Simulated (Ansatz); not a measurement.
(LiH)3 ring (Li₃H₃). Charge 0, multiplicity 1. Geometry r2SCAN-D4/def2-TZVP, basis def2-TZVP, Ansatz.

```xyz
6

Li    0.395   -0.937   -1.271
H     1.660   -0.662   -0.144
Li    1.112    0.336    1.140
H    -0.435    1.032    1.400
Li   -1.507    0.601    0.131
H    -1.225   -0.370   -1.256
```

```tsv
run	HOMO (eV)	LUMO (eV)
A	-5.53	-0.27
B	-6.08	-0.51
C	-6.49	-0.17
D	-7.93	0.55
E	-5.30	-0.77
F	-7.65	0.40
```

HSE06 is defined as in plane-wave codes, on full-range PBE exchange.

Task: The runs used BHLYP, CAM-B3LYP, HSE06, PBE, PBE0, r2SCAN. Estimate which is which.

Result: A r2SCAN (0 % exact exchange); B HSE06 (range-separated); C PBE0 (25 % exact exchange); D CAM-B3LYP (range-separated); E PBE (0 % exact exchange); F BHLYP (50 % exact exchange). Exact exchange lowers occupied and raises empty levels; among semilocal functionals meta-GGAs tend to open the gap a little, and such runs are hard to tell apart. The gap grows from 4.53 eV (PBE) to 8.48 eV (CAM-B3LYP).
